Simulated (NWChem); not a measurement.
phosphine (PH₃); SMILES P

```xyz
4

P      0.0000     0.0000     0.1380
H      0.4049    -1.1253    -0.6436
H     -1.1770     0.2120    -0.6436
H      0.7721     0.9133    -0.6436
```
Atoms are numbered in this order, from 1.

Computed with NWChem. Geometry optimised at PBE0/def2-SVP; all other runs use it. 

```
quantity                                                         level  value
--------------------------------------------------  ------------------  -----
dipole in solution (D) in water                     PBE0/def2-SVP, SMD   1.26
−ε(HOMO) (eV)                                             PBE/def2-SVP   6.55
isotropic polarisability (bohr³), static                 PBE/def2-SVPD   30.3
vertical, lowest state with f > 0.02, singlet (eV)  PBE/def2-SVPD, TDA   6.88
dipole (D)                                               PBE0/def2-SVP   0.91
highest harmonic frequency (cm⁻¹)                        PBE0/def2-SVP   2425
```
